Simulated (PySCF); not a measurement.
Gas-phase reaction: BH₂Cl + BCl → 2 B + 2 HCl

Energies from PySCF (xtb for GFN2), thermal terms from the rigid-rotor harmonic-oscillator model, ideal gas at 1 bar. † marks an energy on the PBE0/def2-TZVP geometry and frequencies; other levels use their own. MP2 and CCSD(T) freeze the core. Open shells (unrestricted): B (multiplicity 2, electronic degeneracy 6); the rest are closed-shell singlets. GFN2 has no spin-polarisation term. Spin-orbit splitting is ignored; it lowers the true energy and changes the entropy of B. BH₂Cl: computed as isolated molecules; such fragments, hydroxides, amides, oligomers or adducts are transient or little studied in the gas. MP2 isn't extrapolated to the basis-set limit; its ΔH°(298 K) is 888.2 kJ in def2-SVP and 869.6 kJ in def2-TZVPP. CCSD(T) isn't extrapolated to the basis-set limit; its ΔH°(298 K) is 853.8 kJ in def2-SVP and 831.0 kJ in def2-TZVPP. The harmonic model lacks anharmonicity and excited electronic states, which grow with temperature; levels with a mode under 35 cm⁻¹ are left out.

ΔH° and ΔS° at 298 K: CCSD(T)/def2-TZVPP† 831 kJ, 233 J/K; GFN2-xTB 1347 kJ, 235 J/K; MP2/def2-TZVPP† 870 kJ, 233 J/K; PBE/def2-TZVP† 897 kJ, 233 J/K; PBE0/def2-QZVP† 874 kJ, 233 J/K; PBE0/def2-SVP† 908 kJ, 233 J/K.

Problem. With the heat capacities included, give log10 K (1 bar) at 500, 600, 1200, 1600, 2500 K from CCSD(T)/def2-TZVPP†, GFN2-xTB, MP2/def2-TZVPP†, PBE/def2-TZVP†, PBE0/def2-QZVP†, PBE0/def2-SVP†.

Solution. 
```
T (K)  CCSD(T)/def2-TZVPP†  GFN2-xTB  MP2/def2-TZVPP†  PBE/def2-TZVP†  PBE0/def2-QZVP†  PBE0/def2-SVP†
-----  -------------------  --------  ---------------  --------------  ---------------  --------------
500                  -74.5    -128.3            -78.5           -81.4            -79.0           -82.6
600                  -59.9    -104.8            -63.3           -65.7            -63.7           -66.7
1200                 -23.5     -45.8            -25.2           -26.4            -25.4           -26.9
1600                 -14.4     -31.1            -15.6           -16.5            -15.8           -16.9
2500                  -4.6     -15.2             -5.4            -5.9             -5.5            -6.2
```
